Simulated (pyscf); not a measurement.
HO–PH₂ (SMILES OP) + H₂O (SMILES O) → HO–PH₂ (SMILES OP) + H₂O (SMILES O) (four-centre exchange; singlet surface; O–P, H–O broken, O–P, H–O formed). PySCF, gas phase, ωB97X-D3(BJ)/def2-SVP geometries. MP2 and CC: frozen core, UHF for open shells. ΔMP2 is the change of the MP2 total energy from the triple- to the quadruple-zeta basis. Energies in kcal/mol from the separated reactants.

| level | barrier | reaction energy |
|---|---|---|
| r²SCAN/def2-TZVP | 37.0 | 0.0 |
| B3LYP-D3(BJ)/def2-TZVP | 40.1 | 0.0 |
| ωB97M-D3(BJ)/def2-TZVP | 41.5 | 0.0 |
| HF/def2-TZVP | 64.4 | 0.0 |
| MP2/def2-QZVPP | 42.8 | 0.0 |
| CCSD(T)/def2-TZVPP | 44.7 | 0.0 |
| CCSD(T)/def2-TZVPP + ΔMP2(QZVPP) | 44.7 | 0.0 |

Of the functionals in the table, ωB97M-D3(BJ) is closest to CCSD(T)/def2-TZVPP + ΔMP2(QZVPP) in the barrier (3.3 kcal/mol apart) and r²SCAN least close (7.7 kcal/mol); that level has limits of its own. On the reactant side the descent ends in a complex, 4.4 kcal/mol under the separated species and 46.5 kcal/mol under the saddle at ωB97X-D3(BJ)/def2-TZVP. On the product side the descent ends in a complex, 4.7 kcal/mol under the separated species and 46.8 kcal/mol under the saddle at ωB97X-D3(BJ)/def2-TZVP. At ωB97X-D3(BJ)/def2-TZVP the barrier from the zero used here is 42.1 kcal/mol. Another saddle between the same species, by other bonds, lies lower (37.9 kcal/mol against 41.5 kcal/mol at ωB97M-D3(BJ)/def2-TZVP). The CCSD(T) − MP2 part came from Ansatz, without density fitting, on the same reference.
